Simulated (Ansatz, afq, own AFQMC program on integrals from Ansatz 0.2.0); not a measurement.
Integrals from Ansatz 0.2.0, then the random walk in our own AFQMC program (afq).

```yaml
crystal:
  periodic: [false, false, false]
  atoms:
    - {symbol: B, position_ang: [0.000000, -0.104832, 0.802428]}
    - {symbol: C, position_ang: [0.000000, -0.044574, -0.723222]}
    - {symbol: H, position_ang: [0.000000, 0.894880, 1.472485]}
    - {symbol: H, position_ang: [0.000000, 0.760676, -1.461216]}
basis:
  gaussian: {orbitals: cc-pVDZ}
total_charge: 1
magnetization: {spin_polarized: true, initial_magnetization: 2}
correlation: {method: ccsd_t, electrons: outside_noble_gas, hamiltonian_folder: ham}
```

```sh
$ ansatz run in.yaml --threads 1 --pin off --events-out ev --progress --plain --max-ram 1382MiB
```

Options of the walk:

```
--method free --trial cisd --walkers 60 --time-step 0.03 --max-blocks 80 --target-error 0.00034 --factor-cut 1e-05 --seed 3060 --times 0,0.3,0.6,1.2,1.8,2.4,3.6,4.8,6 --taylor-order 8
```

Times are imaginary, in 1/Eh. The walk had a cap of 932 s.

Output of the walk:

```
orbitals 36  electrons 5 3  factors 278 of 352
reference energy -63.25716832 Eh
CCSD correlation -0.16949965 Eh in 13 cycles, weight of the determinant in the CISD state 0.8964
repeat  energy at the last time / Eh  error
    10  -63.434345  0.003411
    20  -63.434691  0.002470
    30  -63.434488  0.001905
    40  -63.434619  0.001473
    50  -63.434497  0.001202
    60  -63.433955  0.001017
    70  -63.433531  0.000902
    80  -63.432840  0.000928
time / (1/Eh)  energy / Eh  error  mean overlap
  0.00  -63.426704  0.000105  1.1153
  0.30  -63.430016  0.000134  1.1148
  0.60  -63.431368  0.000139  1.1152
  1.20  -63.432624  0.000207  1.1173
  1.80  -63.432657  0.000241  1.1208
  2.40  -63.432759  0.000272  1.1051
  3.60  -63.433440  0.000411  1.1270
  4.80  -63.432700  0.000519  1.1471
  6.00  -63.432840  0.000928  1.1870
energy -63.432840 +/- 0.000928 Eh
```

The run passed its tests (error under three times the target), which doesn't prove that it has relaxed.

Against this walk (error 25.2 meV) on the same determinant: CCSD(T) 31.7 meV higher (within the noise), CCSDT(Q) 12.9 meV lower (within the noise). The error is statistical, and a free projection of finite length keeps a remainder of its start.

Cautions: remainder of the start not in the error; error above the target (25.2 against 9.3 meV); lower spins were not checked.

The walk took 9.3 min on 1 thread of AMD EPYC (Zen 3) (shared host). The log's last line is the free-projection energy.

CCSDT and higher add their correlation energy to the determinant of the CCSD(T) run, since their own runs factorise the integrals more tightly (a shift of under 2 meV). A walk keeps the symmetry of its determinant, which the program's search chose and which needn't be the lowest solution, so a lower state of the same spin and another symmetry isn't excluded.
